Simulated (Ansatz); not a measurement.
# SiHO2+ (triplet): from Hartree-Fock to the top rungs, def2-TZVPP

The task here is to estimate one member of a computed series from the others.

Method: def2-TZVPP, core rule «outside noble gas», up to 7 orbitals frozen; program: Ansatz 0.2.0, Gaussian basis.

The runs, in order: UHF; ROHF; CCSD(T) on UHF.

## What is computed

The geometry is a PBE0/def2-TZVP stationary point (not a proven minimum) of the parent state, kept for this charge and spin.

4 atoms, charge 1, spin multiplicity 3.

Atoms are counted from 1 here; the program's logs count them from 0.

Bond lengths: Si1–O2 1.675 Å, Si1–O3 1.675 Å, Si1–H4 1.518 Å. Angles: O2–Si1–O3 108.7°, O2–Si1–H4 103.2°, O3–Si1–H4 103.2°.

Geometry (Å):

```xyz
4

Si   -0.13147   -0.48477    0.00000
O     0.08069    0.46863   -1.36058
O     0.08069    0.46863    1.36058
H     1.10173   -1.36964    0.00000
```

The first run:

File in.yaml:

```yaml
crystal:
  periodic: [false, false, false]
  atoms:
    - {symbol: Si, position_ang: [-0.131469, -0.484771, 0.000000]}
    - {symbol: O, position_ang: [0.080687, 0.468628, -1.360578]}
    - {symbol: O, position_ang: [0.080687, 0.468628, 1.360578]}
    - {symbol: H, position_ang: [1.101729, -1.369640, 0.000000]}
basis:
  gaussian: {orbitals: def2-TZVPP}
total_charge: 1
magnetization: {spin_polarized: true, initial_magnetization: 2}
hamiltonian: {xc: hf}
output: {orbitals: {seedname: orbitals}}
```

Started as:

```console
ansatz run in.yaml --threads 1 --pin off --events-out ev --progress --plain --max-ram 4096MiB --backend cpu
```

Among the steps run: UHF; ROHF; CCSD(T) on UHF.

One of the session's tables, all rows but one given; the rest of the session is left out.

```
  method  from UCCSD(T) (meV)
    ROHF             +14425.5
     UHF             +14132.2
    UMP2              +1466.6
   UCCSD                    ?
UCCSD(T)                    0
```

Estimate the missing values for UCCSD.

**Answer.** from UCCSD(T) (meV): +538.7. In the column «from UCCSD(T) (meV)» it lies between UCCSD(T) (0) and UMP2 (+1466.6).
